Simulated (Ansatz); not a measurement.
## How far a parabola holds: energy against volume of zinc-blende InAs

Zinc-blende InAs, treated with PBEsol (Ansatz, a program for electronic structure, PAW). Run with plane-wave cutoff 520 eV, 10×10×10 k mesh, Fermi–Dirac smearing 0.01 eV, scalar-relativistic PAW data made under PBE. The cell has no free parameter but its volume, all volumes share cutoff and mesh, and the runs aren't spin-polarised. Energies are free energies at the run's smearing, counted from the lowest row; static lattice.

```csv
V (Å³/atom),E (meV/atom)
26.502,?
27.066,8.47
27.630,2.03
28.193,0.00
28.757,1.90
29.321,7.30
```

Fit E against V with a parabola, and predict the withheld value at V = 26.502.

With u = V - 28.2, the rows have u = -1.1340, -0.5700, -0.0070, 0.5570, 1.1210. Least squares gives E = -0.006 - 0.3575·u + 6.2046·u². Residuals (row less fit): 0.092, -0.184, 0.003, 0.180, -0.090; standard error 0.203 (degrees of freedom: 2). The fitted curve has its minimum at V = 28.2, where E = -0.01. Its curvature is d²E/dV² = 2 × 6.2046 meV/Å⁶, so B = V0·d²E/dV² × 0.1602 = 56.1 GPa. At the withheld row, u = -1.6980, so E = -0.006 - 0.3575 × (-1.6980) + 6.2046 × (-1.6980)² = 18.490 meV/atom. The calculation gives 19.84 meV/atom, 1.350 meV/atom above the prediction (6.8 % of the range of E in the table). The row lies outside the fitted rows, so this is an extrapolation. From the scatter of the fitted rows alone, a prediction at this place has a standard error of 0.481 meV/atom, so the miss is 2.8 times that.

The residuals are curvature that a parabola lacks, not noise. A solid that stiffens under compression and softens on expansion lies above the parabola at the compressed end and under it at the expanded end, as this row does. A third-order Birch-Murnaghan fit to the whole scan has B0 = 55.7 GPa. Only scans are tabulated whose curvature falls smoothly with volume, and where the parabola meets the shown rows within 5 % of their range and misses the end by 0.1 meV or more.

Measured, for comparison: bulk modulus 58.6 GPa (0 K value with the zero-point phonon effect removed; as tabulated in Mejia-Rodriguez and Trickey (2018), arXiv:1807.09216). Computed less measured: bulk modulus -4.9 %.

Note: this level leaves the solid without a gap, although one is measured.

Spin–orbit coupling is not included.
